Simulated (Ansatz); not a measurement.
A displaced shape of singlet Li₂:

```tsv
atom	x (Å)	y (Å)	z (Å)
Li	-0.0395	-0.0304	-1.3981
Li	-0.0238	0.0192	1.3540
```

It was optimised with PBE0/def2-SVP in Ansatz (development build ahead of 0.2.0) to forces under 0.001 eV/Å, with restricted orbitals. Each step stands on the lowest determinant of that kind that the program's search found.

(1) What shape does it relax to, and how does the optimisation go?

Answers

(1)

```yaml
atoms:
  - { symbol: Li, position_ang: [-0.0395, -0.0307, -1.4152] }
  - { symbol: Li, position_ang: [-0.0237, 0.0195, 1.3710] }
```

Bond lengths: Li1–Li2 2.787 Å.

```tsv
step	E − E(start) (eV)	largest force (eV/Å)
1	0.0000	0.0503
2	-0.0007	0.0211
3	-0.0009	0.0007
```

The optimisation ended after 3 steps with its threshold met.
